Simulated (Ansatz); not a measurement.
A calculation with Ansatz (development build ahead of 0.2.0).

```yaml
crystal:
  periodic: [false, false, false]
  atoms:
    - { symbol: C, position_ang: [0.0386, -0.04082, -0.67766] }
    - { symbol: O, position_ang: [0.02134, -0.04742, 0.67482] }
    - { symbol: H, position_ang: [-0.03715, 0.85778, 0.99652] }
    - { symbol: H, position_ang: [0.04109, -1.0351, -1.12504] }
    - { symbol: H, position_ang: [-0.41311, 0.8019, -1.21416] }
basis:
  gaussian: { orbitals: cc-pVDZ }
magnetization:
  spin_polarized: true
  initial_magnetization: 1
hamiltonian:
  xc: hf
correlation:
  method: mp2
  frozen_orbitals: { C: 1, H: 0, O: 1 }
```

The input is written out in the form of the current development build from the run's settings.

The run gave:

| Property | Result |
| --- | --- |
| Converged | yes |
| Reference energy | -114.42381 hartree |
| Correlation energy | -0.30938 hartree |
| Total energy | -114.73320 hartree |
| Spin squared of the determinant | 0.761 |
